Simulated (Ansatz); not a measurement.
Compare A (`N=COCN`) with its isomer B (`CNC(N)=O`).

Isolated molecules relaxed with PBE0-D4/def2-TZVP in Ansatz; ΔE leaves out vibrations. CBS: MP2 limit from def2 TZ/QZ plus the TZ coupled-cluster correction, frozen cores. Functionals use def2-TZVPP. B3LYP here is the variant with VWN-RPA as its local correlation; programs differ in this. Each species was taken in one conformer, which may not be the lowest.

Q: Which is lower in electronic energy at CCSD(T)/CBS, and by how much? (An estimate is asked.)

A: The calculation gave: B, by 33.4 kcal/mol.

Q: Give E(B) − E(A) in kcal/mol with B2PLYP, ωB97M-V, MP2/def2-TZVPP, B3LYP, B3LYP-D4, CCSD(T)/def2-TZVPP, PBE0-D4. (Best estimate.)

A: Ansatz gave: B2PLYP -34.6, ωB97M-V -34.7, MP2/def2-TZVPP -35.0, B3LYP -34.6, B3LYP-D4 -34.9, CCSD(T)/def2-TZVPP -33.0, PBE0-D4 -36.3. None reverses the order clearly.

Largest T1 diagnostic: 0.013.

From PBE to PBE0 (25 % exact exchange), in def2-TZVPP and without D4, E(B) − E(A) moves by −1.6 kcal/mol. In def2-TZVPP, CCSD(T) changes the Hartree–Fock value by +4.0 kcal/mol (the triples alone add +0.6 kcal/mol) and MP2 by +2.1 kcal/mol.
